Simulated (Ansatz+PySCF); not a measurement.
## doublet C₃H₅: levels of theory in one basis

```xyz
8

H     0.0000   -1.2494   -1.2962
C     0.0000   -0.1669   -1.2275
C     0.0000    0.4703    0.0000
C     0.0000   -0.1669    1.2275
H     0.0000    0.3918    2.1546
H     0.0000    0.3918   -2.1546
H     0.0000    1.5786    0.0000
H     0.0000   -1.2494    1.2962
```

Basis set: cc-pVTZ (spherical functions). Left uncorrelated: 3 orbitals. Correlation on ROHF uses semicanonical orbitals with singles. Charge 0, multiplicity 2.

Computed with Ansatz (development build ahead of 0.2.0); the reference of a correlated method needn't be the lowest determinant of its kind.

| method | E − E(ROHF) (eV) | <S²> of the determinant |
| --- | --- | --- |
| ROHF | 0.00 | 0.75 |
| UHF | -0.66 | 0.95 |
| ROHF-MP2 | -13.40 | – |
| ROHF-CCSD(T) | -14.85 | – |

What does UHF-MP2 give on the same scale?

-13.09 eV.

Is a single determinant a sound starting point here?

Only with care. Unrestricted orbitals gain 0.66 eV and <S²> is 0.95 against 0.75 for a pure state, a contamination that matters most for the unrestricted series.

Caution for ROHF, ROHF-MP2, ROHF-CCSD(T): an unrestricted determinant lies well below; the determinant breaks the point group. Caution for UHF, UHF-MP2: the unrestricted determinant is spin contaminated. Caution for ROHF-MP2, UHF-MP2: forces differ strongly between restricted and unrestricted references. Caution for ROHF-CCSD(T): the determinant is a saddle point.
